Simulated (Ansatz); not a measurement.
What does this script print? It uses Ansatz's Python interface.

The script, `field_bclh2.py`:
```python
import ansatz as az
from ase import Atoms
import numpy as np

atoms = Atoms(['B', 'Cl', 'H', 'H'], positions=[
    (-0.104, -0.0078, -0.0595),
    (1.4417, -0.3917, 0.7414),
    (-1.1714, -0.5398, 0.2112),
    (-0.1108, 0.879, -0.9134),
])
mol = az.Crystal.molecule_from_ase(atoms)

model = mol.calculation()
model = model.basis(gaussian='def2-SVPD')
model = model.functional('PBE0')
model = model.forces()
centre = np.mean([site.position_ang for site in mol.cartesian_sites], axis=0)
field = 2 * 14.399645 * 2.0 / 25.0 ** 2


def dipole(axis, sign):
    arm = 25.0 * np.eye(3)[axis]
    pair = [{'charge': sign * 2.0, 'position_ang': (centre - arm).tolist()}, {'charge': -sign * 2.0, 'position_ang': (centre + arm).tolist()}]
    deck = model.input().set(az.key.basis.gaussian.point_charges, pair)
    return np.array(az.Session.from_dict(deck).plan().execute().report['charge_distribution']['dipole_moment_e_ang'])


print(f'field {field:.4f} V/A')
alpha = np.array([(dipole(axis, 1) - dipole(axis, -1)) / (2 * field) * 14.399645 for axis in range(3)])
print('polarisability tensor (A^3)')
print(np.array2string(alpha, precision=3, suppress_small=True))
print(f'mean {np.trace(alpha) / 3:.3f} A^3 = {np.trace(alpha) / 3 / 0.14818471:.2f} bohr^3')
```

```console
$ python field_bclh2.py
field 0.0922 V/A
polarisability tensor (A^3)
[[ 5.393 -0.223  0.678]
 [-0.223  4.003 -0.428]
 [ 0.676 -0.428  4.243]]
mean 4.546 A^3 = 30.68 bohr^3
```

The geometry is a force-field or estimated start, not a minimum of this method, and the basis set is short of its limit. The field of two point charges is only nearly even. Timing: 5.2 s on 1 thread of Arm Neoverse V2, on a shared host, peak memory 0.17 GiB.
